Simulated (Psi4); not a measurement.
**UCAM-B3LYP/cc-pCVDZ (sweep point 2) run of SiH3O2 (SMILES [O][SiH2]O)**

What is the vertical doublet–quartet gap of SiH3O2 at UCAM-B3LYP/cc-pCVDZ (sweep point 2)? 

The results are computed with Psi4 1.11.

### Step 1. Starting point

The species is SiH3O2 (6 atoms), meant as a doublet with charge 0. As SMILES, `[O][SiH2]O`. The shape is that of a PBE0-D4/def2-TZVP optimisation. This is one conformer, not always the lowest.

Bond lengths: O1–Si2 1.647 Å, Si2–O3 1.632 Å, Si2–H4 1.494 Å, Si2–H5 1.479 Å, O3–H6 0.959 Å. Angles: O1–Si2–O3 117.2°, O1–Si2–H4 98.3°, O1–Si2–H5 110.2°, O3–Si2–H4 112.7°, O3–Si2–H5 105.0°, Si2–O3–H6 119.0°, H4–Si2–H5 113.8°.

### Step 2. A single-point energy at UCAM-B3LYP/cc-pCVDZ (sweep point 2)

File job.in:

```
memory 1.6 GB

molecule mol {
  0 2
  O     -1.671900    -0.490300     0.111200
  Si    -0.205500     0.160400    -0.263400
  O      0.949700     0.110200     0.888500
  H      0.117000    -0.700300    -1.441700
  H     -0.353500     1.594200    -0.594000
  H      1.206400    -0.738300     1.253100
  symmetry c1
}

set globals {
  basis                cc-pCVDZ
  reference            uks
  puream               true
  scf_type             pk
  dft_radial_points    99
  dft_spherical_points 590
  maxiter              150
}

result, w = energy("cam-b3lyp", return_wfn=True)
```

Launch:

```sh
$ psi4 -n 1 job.in job.out
```

job.out (excerpt; [...] marks lines left out):

```text
[...]
  Running in c1 symmetry.
[...]
  Nuclear repulsion =  110.735256126197982
[...]
  Multiplicity = 2
[...]
  Nalpha       = 17
  Nbeta        = 16
[...]
    Number of basis functions: 78
[...]
   @UKS iter   1:  -441.36613758881026   -4.38279e-01   1.10812e-02 ADIIS/DIIS
[...]
   @UKS iter  16:  -441.69259365373335   -3.24191e-08   3.21641e-07 DIIS
[...]
   @S^2 Observed:                7.539950075E-01
[...]
    Orbital Energies [Eh]
    ---------------------
    Alpha Occupied:
       1A    -66.228521     2A    -19.258244     3A    -19.221403
       4A     -5.394376     5A     -3.753410     6A     -3.752204
       7A     -3.750533     8A     -1.104039     9A     -1.069769
      10A     -0.651720    11A     -0.553593    12A     -0.502610
      13A     -0.478121    14A     -0.457081    15A     -0.415864
      16A     -0.401877    17A     -0.386589
    Alpha Virtual:
      18A      0.076794    19A      0.098183    20A      0.136940
      21A      0.162957    22A      0.167245    23A      0.300359
      24A      0.317685    25A      0.389054    26A      0.414334
[...]
  @UKS Final Energy:  -441.69259365373335
   => Energetics <=
    Nuclear Repulsion Energy =            110.7352561261979815
    One-Electron Energy =                -830.4799214326275205
    Two-Electron Energy =                 307.4441776424334307
    DFT Exchange-Correlation Energy =     -29.3921059897372956
    Empirical Dispersion Energy =           0.0000000000000000
    VV10 Nonlocal Energy =                  0.0000000000000000
    Total Energy =                       -441.6925936537333541
[...]
 Multipole Moments:
 ------------------------------------------------------------------------------------
     Multipole            Electronic (a.u.)      Nuclear  (a.u.)        Total (a.u.)
 ------------------------------------------------------------------------------------
 L = 1.  Multiply by 2.5417464519 to convert [e a0] to [Debye]
 Dipole X            :         -1.0698737            1.6382491            0.5683754
 Dipole Y            :         -0.4828553            0.2123426           -0.2705127
 Dipole Z            :          1.0630600           -1.0882060           -0.0251460
 Magnitude           :                                                    0.6299683
[...]
```

Wall time 66 s (1 thread of Intel Xeon at 2.50GHz (Skylake/Cascade Lake), shared host); peak memory 1 GiB.

### Step 3. The quartet

File h3o2si.dat:

```
memory 1600 mb

molecule molecule1 {
  0 4
  O     -1.671900    -0.490300     0.111200
  Si    -0.205500     0.160400    -0.263400
  O      0.949700     0.110200     0.888500
  H      0.117000    -0.700300    -1.441700
  H     -0.353500     1.594200    -0.594000
  H      1.206400    -0.738300     1.253100
  units angstrom
  symmetry c1
}

set {
  basis cc-pCVDZ
  reference uks
  puream true
  scf_type pk
  dft_radial_points 99
  dft_spherical_points 590
  maxiter 150
}

e = energy('cam-b3lyp')
print_variables()
```

Launch:

```sh
$ psi4 h3o2si.dat h3o2si.out -n 1
```

h3o2si.out (excerpt; [...] marks lines left out):

```text
[...]
  Running in c1 symmetry.
[...]
  Nuclear repulsion =  110.735256126197982
[...]
  Multiplicity = 4
[...]
  Nalpha       = 18
  Nbeta        = 15
[...]
    Number of basis functions: 78
[...]
   @UKS iter   1:  -441.19050361295592   -2.62645e-01   9.13633e-03 DIIS/ADIIS
[...]
   @UKS iter  20:  -441.39655243426205   -1.10797e-07   9.23379e-07 DIIS
[...]
   @S^2 Observed:                3.760844558E+00
[...]
    Orbital Energies [Eh]
    ---------------------
    Alpha Occupied:
       1A    -66.239240     2A    -19.358969     3A    -19.225233
       4A     -5.405764     5A     -3.765980     6A     -3.763641
       7A     -3.761647     8A     -1.165180     9A     -1.103112
      10A     -0.673063    11A     -0.595395    12A     -0.573771
      13A     -0.547865    14A     -0.514240    15A     -0.471005
      16A     -0.441992    17A     -0.418127    18A     -0.081929
    Alpha Virtual:
      19A      0.077394    20A      0.098835    21A      0.141907
      22A      0.148467    23A      0.283657    24A      0.289515
      25A      0.370983    26A      0.392467    27A      0.426578
[...]
  @UKS Final Energy:  -441.39655243426205
   => Energetics <=
    Nuclear Repulsion Energy =            110.7352561261979815
    One-Electron Energy =                -829.4066303721335771
    Two-Electron Energy =                 306.5869309920605588
    DFT Exchange-Correlation Energy =     -29.3121091803870684
    Empirical Dispersion Energy =           0.0000000000000000
    VV10 Nonlocal Energy =                  0.0000000000000000
    Total Energy =                       -441.3965524342620483
[...]
 Multipole Moments:
 ------------------------------------------------------------------------------------
     Multipole            Electronic (a.u.)      Nuclear  (a.u.)        Total (a.u.)
 ------------------------------------------------------------------------------------
 L = 1.  Multiply by 2.5417464519 to convert [e a0] to [Debye]
 Dipole X            :         -1.7125664            1.6382491           -0.0743173
 Dipole Y            :         -0.3108580            0.2123426           -0.0985154
 Dipole Z            :          0.4722642           -1.0882060           -0.6159418
 Magnitude           :                                                    0.6281820
[...]
```

Wall time 75 s (1 thread of Intel Xeon at 2.50GHz (Skylake/Cascade Lake), shared host); peak memory 1 GiB.

### Step 4. What came out

Level: UCAM-B3LYP/cc-pCVDZ (sweep point 2).

```
                                        quantity          value
                           doublet: total energy  -441.69259 Eh
                          doublet: dipole moment         1.60 D
     doublet: HOMO energy (highest over α and β)      -10.32 eV
      doublet: LUMO energy (lowest over α and β)       -3.18 eV
                                   doublet: ⟨S²⟩          0.754
                           quartet: total energy  -441.39655 Eh
                          quartet: dipole moment         1.60 D
     quartet: HOMO energy (highest over α and β)       -2.23 eV
                                   quartet: ⟨S²⟩          3.761
vertical energy of the quartet above the doublet       8.056 eV
```

**Reading.** At this shape the quartet lies 8.06 eV (186 kcal/mol) above the doublet.
